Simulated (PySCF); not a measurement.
C5H9F.
SMILES with atom numbers: `[CH3:1][C@H:2]([F:3])[CH:4]1[CH2:5][CH2:6]1` (hydrogens: H7, H8, H9 on C1; H10 on C2; H11 on C4; H12, H13 on C5; H14, H15 on C6)

Cartesian coordinates in Å at the GFN2-xTB level; atoms count from 1:
```
atom  x, y, z in Å
C1    -1.9376   -0.2310    0.4420
C2    -0.6724    0.6151    0.4294
F3    -1.0218    1.9266    0.1286
C4     0.3319    0.1324   -0.5870
C5     1.2875   -0.9595   -0.2113
C6     1.7892    0.4371   -0.4059
H7    -1.6880   -1.2536    0.7105
H8    -2.6486    0.1667    1.1617
H9    -2.3987   -0.2231   -0.5428
H10   -0.2212    0.6572    1.4298
H11   -0.0552    0.1360   -1.5985
H12    1.5298   -1.7034   -0.9542
H13    1.2404   -1.3507    0.7939
H14    2.0837    1.0018    0.4655
H15    2.3767    0.6565   -1.2837
```

Computed, not measured: PBE0/def2-SVPD in PySCF (dipole) on a GFN2-xTB geometry, gas phase.

Masses are those of the commonest isotopes; rigid-rotor values at the optimised geometry. The values belong to one conformer with, in the numbering `[CH3:1][C@H:2]([F:3])[CH:4]1[CH2:5][CH2:6]1`, C1–C2–C4–C5 -85°.

Task: What are A, B and C (MHz)?

Result: Ia = 82.40, Ib = 194.50, Ic = 251.84 u·Å²; 505379 MHz·u·Å²/I gives A = 6133, B = 2598, C = 2007 MHz.

Task: What kind of rotor is it?

Result: An asymmetric top. Ray's parameter κ = (2B − A − C)/(A − C) = -0.713; −1 is the prolate and +1 the oblate limit.

Task: What does the inertial defect say?

Result: Not planar: Δ = Ic − Ia − Ib = -25.05 u·Å². For a rigid frame Δ = −2 Σ m c², so Σ m c² = 12.53 u·Å² lies off the ab plane: 8.71 from hydrogen and 3.82 from heavier atoms. The atom farthest from that plane is 1.53 Å away.

Task: Where do the levels up to J = 4 lie, in K?

Result: Above 0(0,0), as E/k:
J = 1: 1(0,1) 0.221, 1(1,1) 0.391, 1(1,0) 0.419
J = 2: 2(0,2) 0.660, 2(1,2) 0.804, 2(1,1) 0.889, 2(2,1) 1.398, 2(2,0) 1.402
J = 3: 3(0,3) 1.310, 3(1,3) 1.423, 3(1,2) 1.593, 3(2,2) 2.061, 3(2,1) 2.077, 3(3,1) 2.983, 3(3,0) 2.983
J = 4: 4(0,4) 2.164, 4(1,4) 2.244, 4(1,3) 2.526, 4(2,3) 2.943, 4(2,2) 2.989, 4(3,2) 3.872, 4(3,1) 3.874, 4(4,1) 5.154, 4(4,0) 5.154
The levels of one J sum to (2J + 1)J(J + 1)(A + B + C)/3.

Task: Which types of transition are allowed, and where do some lines up to J = 2 fall?

Result: The dipole components are |μa| = 1.14 D, |μb| = 1.61 D, |μc| = 0.27 D. The squared components, which scale the intensities, stand as 0.50 : 1.00 : 0.03 (a : b : c). Some lines, for components of 0.1 D or more:

```
type  branch         J(Ka,Kc)    MHz  lower level (cm⁻¹)
   a       Q  1(1,0) ← 1(1,1)    592               0.272
   b       Q  1(1,0) ← 1(0,1)   4126               0.154
   b       Q  2(1,1) ← 2(0,2)   4786               0.459
   b       R  1(1,1) ← 0(0,0)   8140               0.000
   a       R  2(1,2) ← 1(1,1)   8619               0.272
   a       R  2(0,2) ← 1(0,1)   9142               0.154
   c       Q  2(2,1) ← 2(1,1)  10604               0.618
   b       R  2(1,2) ← 1(0,1)  12153               0.154
   b       R  2(2,1) ← 1(1,0)  20406               0.291
   c       R  2(2,0) ← 1(1,0)  20474               0.291
   c       R  2(2,1) ← 1(1,1)  20998               0.272
   b       R  2(2,0) ← 1(1,1)  21066               0.272
```

Task: Estimate the classical rotational partition function at 25 K, 50 K and 500 K.

Result: Point group C1, symmetry number σ = 1; q = (√π/σ)·√((kT/h)³/(ABC)), k/h = 20836.6 MHz/K: 3730 at 25 K, 10500 at 50 K, 333000 at 500 K.

GFN2-xTB frequencies: not computed here. Zero-point vibration and centrifugal distortion are left out. A rigid rotor knows nothing of internal rotation, which can split or shift real lines.
